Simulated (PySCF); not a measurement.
# A diatomic session: MgSi−

One table from this session's results is given with a row withheld; the runs are named, their logs left out.

Method: Mg aug-cc-pVDZ-DK, Si aug-cc-pVDZ-DK, spin-free X2C with a Gaussian nucleus; program: PySCF 2.14.0.

2 further runs of the same task are left out: 2 set aside as unsound or not needed.

The first run:

A driver script around PySCF takes these settings:

| Quantity | Value |
| --- | --- |
| atoms | Mg, Si |
| charge | -1 |
| basis | Mg aug-cc-pVDZ-DK, Si aug-cc-pVDZ-DK |
| Hamiltonian | spin-free X2C with a Gaussian nucleus |
| basis functions | 54 |
| electrons treated | 27 |
| masses in u | 23.9850, 27.9769 |
| levels | PBE0, PBE, r²SCAN, MN15, PBEsol, revPBE, HF, MP2, SCS-MP2, CCSD, CCSD(T) |
| grid | 80 radial by 434 angular points |
| occupations | held fixed by the projection of orbital angular momentum |
| dissociation limit | Mg + Si−, each in its ground configuration |
| starting distance in angstrom | 2.570 |
| values of 2S to try | 1, 3 |

On the command line:

```sh
$ OMP_NUM_THREADS=1 python dia.py task.json out
```

Steps of the session up to this table: Set-up; First curve: PBE0; Excited determinants; PBE; r²SCAN; MN15 (hybrid meta-GGA); PBEsol (GGA); revPBE (GGA); UHF (mean field); Correlated methods on the Hartree–Fock reference.

One table of the session follows, with a row left open; its other results are not shown here.

```
      level  Re (Å)  ωe (cm⁻¹)  De (eV)
        UHF   2.899      176.7     0.55
    UHF-MP2   2.751      219.5     0.80
UHF-SCS-MP2   2.758      216.3     0.76
   UHF-CCSD   2.778      214.1     0.76
UHF-CCSD(T)   2.751      226.1     0.84
        PBE   2.691      249.9     1.07
     PBEsol   2.671      259.4     1.17
     revPBE   2.711      243.1     0.99
     r²SCAN   2.679      258.2     1.11
       PBE0   2.692      245.9     1.02
       MN15       ?          ?        ?
```

Q: Estimate the row for MN15 from the others.

The run gave: Re (Å): 2.728; ωe (cm⁻¹): 219.6; De (eV): 0.92. In the column «Re (Å)» it lies between revPBE (2.711) and UHF-MP2 (2.751).

De is counted to Mg + Si− in their ground configurations.
